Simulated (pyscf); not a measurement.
`[SiH2][GeH3]` [doublet] + `[H][H]` → `[SiH3][GeH3]` + `[H]` [doublet], a hydrogen abstraction (doublet surface; H–H broken, H–Si formed). PySCF, gas phase, ωB97X-D3(BJ)/def2-SVP geometries. Energies in kJ/mol from the separated reactants.

Small-basis levels: PySCF, no dispersion term, spherical d functions. GFN2-xTB: tblite. Open shells are spin-unrestricted. 

```
level                    barrier  reaction energy
-----------------------  -------  ---------------
HF/STO-3G                   94.0            +40.2
BP86/6-31G*+LANL2DZ         76.0            +81.5
B3LYP/STO-3G                   ?            +71.6
B3LYP/3-21G                 85.4            +87.1
B3LYP/LANL2DZ               85.6            +84.4
B3LYP/6-311+G**+LANL2DZ        ?            +74.9
GFN2-xTB                     2.0            -13.0
ωB97M-D3(BJ)/def2-TZVP         ?            +57.9
```

### Question
Some entries are withheld; supply them.

### Answer

- B3LYP/STO-3G, barrier: 68.8
- B3LYP/6-311+G**+LANL2DZ, barrier: 76.4
- ωB97M-D3(BJ)/def2-TZVP, barrier: 75.7

Against the last row the barrier runs from -73.7 (GFN2-xTB) to +18.3 kJ/mol (HF/STO-3G). At BP86/6-31G*+LANL2DZ, B3LYP/STO-3G, B3LYP/3-21G this geometry lies under one side, so the entry may be no barrier of that level: it is a single point on another level's saddle. ωB97M-D3(BJ)/def2-TZVP has limits of its own. •H₂Si–GeH₃ lies 35.1 kJ/mol over its isomer H₃Si–GeH₂• (electronic energy, ωB97M-D3(BJ)/def2-TZVP). One saddle was located; it need not be the lowest between these sides. The angle at the transferred H is 178°. In the def2 sets elements up to Kr have no core potential.
